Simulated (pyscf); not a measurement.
H₃C–ZnH + H₂Se → methane (CH₄) + HZn–SeH (four-centre exchange; singlet surface; C–Zn, H–Se broken, C–H, Se–Zn formed). PySCF, gas phase, ωB97X-D3(BJ)/def2-SVP geometries. Rate constants from transition-state theory, ωB97M-D3(BJ)/def2-TZVP energies (ideal gas, 1 atm, RRHO with modes under 100 cm⁻¹ raised to 100, one conformer, R ln 2 for chiral ones without a mode under 150 cm⁻¹; no tunnelling), k in cm³ molecule⁻¹ s⁻¹.

| T (K) | 1000/T | log10 k |
|---|---|---|
| 298 | 3.354 | -25.94 |
| 600 | 1.667 | -18.95 |
| 900 | 1.111 | -16.41 |
| 1200 | 0.833 | ? |

Problem. Fit an Arrhenius line to the three values, give the activation energy, and predict k at 1200 K.

Solution. Least squares gives log10 k = -11.80 − 4.22 × 1000/T, so Ea = 4.22 × ln 10 × 1.987 = 19.3 kcal/mol, against an electronic barrier of 17.9. At 1200 K the line gives -15.32; the computed value is -15.01 (ΔG‡ = 52.9 kcal/mol), a factor 2.0 over the line, since the plot is curved. On the reactant side the descent ends in a complex, 5.8 kcal/mol under the separated species and 20.1 kcal/mol under the saddle at ωB97X-D3(BJ)/def2-TZVP. At ωB97X-D3(BJ)/def2-TZVP the barrier from the zero used here is 14.3 kcal/mol. This is the saddle that the search found; another between the same sides may lie lower. Elements up to Kr have no core potential and no relativistic terms here.
